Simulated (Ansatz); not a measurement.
Input for Ansatz (development build ahead of 0.2.0):

```yaml
crystal:
  periodic: [false, false, false]
  atoms:
    - { symbol: C, position_ang: [0.0, 0.0, 0.636] }
    - { symbol: F, position_ang: [0.0, 0.0, -0.636] }
basis:
  gaussian: { orbitals: STO-3G }
magnetization:
  initial_magnetization: 1
hamiltonian:
  xc: hf
correlation:
  method: ccsd_t
  frozen_orbitals: { C: 1, F: 1 }
```

The input is written out in the form of the current development build from the run's settings. Correlation on restricted open-shell orbitals is semicanonical, with singles.

Output:

* Converged: yes
* Reference energy: -135.30324 hartree
* CCSD correlation energy: -0.07087 hartree
* Triples correction: -0.00556 hartree
* Total energy: -135.37968 hartree
* Spin squared of the determinant: 0.750
